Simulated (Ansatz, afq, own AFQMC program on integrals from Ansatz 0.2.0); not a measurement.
Integrals from Ansatz 0.2.0, then the random walk in our own AFQMC program (afq).

```yaml
crystal:
  periodic: [false, false, false]
  atoms:
    - {symbol: Si, position_ang: [0.000000, 0.000000, 0.645532]}
    - {symbol: N, position_ang: [0.000000, 0.000000, -1.059936]}
    - {symbol: H, position_ang: [0.000000, 0.834992, -1.628999]}
    - {symbol: H, position_ang: [0.000000, -0.834993, -1.628999]}
basis:
  gaussian: {orbitals: cc-pVDZ}
magnetization: {spin_polarized: true, initial_magnetization: 1}
correlation: {method: ccsd_t, electrons: outside_noble_gas, hamiltonian_folder: ham}
```

```sh
$ ansatz run in.yaml --threads 1 --pin off --events-out ev --progress --plain --max-ram 1382MiB
```

afq runs on the folder ham with

```
--method free --trial cisd --walkers 60 --time-step 0.03 --max-blocks 80 --target-error 0.0004 --factor-cut 1e-05 --seed 8970 --times 0,0.21,0.42,0.81,1.2,1.8,2.4,3 --taylor-order 8
```

Times are imaginary, in 1/Eh. The walk had a cap of 1172 s.

Output of the walk:

```
orbitals 36  electrons 6 5  factors 276 of 407
reference energy -344.51884198 Eh
CCSD correlation -0.26369421 Eh in 11 cycles, weight of the determinant in the CISD state 0.8795
repeat  energy at the last time / Eh  error
    10  -344.792587  0.001612
    20  -344.793346  0.001276
    30  -344.792476  0.000965
    40  -344.791631  0.000826
    50  -344.791044  0.000718
    60  -344.791020  0.000644
    70  -344.791181  0.000621
    80  -344.791399  0.000592
time / (1/Eh)  energy / Eh  error  mean overlap
  0.00  -344.782311  0.000203  1.1372
  0.21  -344.786993  0.000266  1.1258
  0.42  -344.789150  0.000300  1.1221
  0.81  -344.790007  0.000289  1.1305
  1.20  -344.790892  0.000333  1.1168
  1.80  -344.791561  0.000452  1.1078
  2.40  -344.791946  0.000550  1.0870
  3.00  -344.791399  0.000592  1.1012
energy -344.791399 +/- 0.000592 Eh
```

The run passed its tests (error under three times the target), which doesn't prove that it has relaxed.

Against this walk (error 16.1 meV) on the same determinant: CCSD(T) 33.1 meV higher, CCSDT(Q) 6.6 meV lower (within the noise). The error is statistical, and a free projection of finite length keeps a remainder of its start.

Cautions: remainder of the start not in the error; error above the target (16.1 against 10.9 meV).

The walk took 3.5 min on 1 thread of Intel(R) Xeon(R) Platinum 8488C (Sapphire Rapids), on a shared host. The log's last line is the free-projection energy.

CCSDT and higher add their correlation energy to the determinant of the CCSD(T) run, since their own runs factorise the integrals more tightly (a shift of under 2 meV). A walk keeps the symmetry of its determinant, which the program's search chose and which needn't be the lowest solution, so a lower state of the same spin and another symmetry isn't excluded.
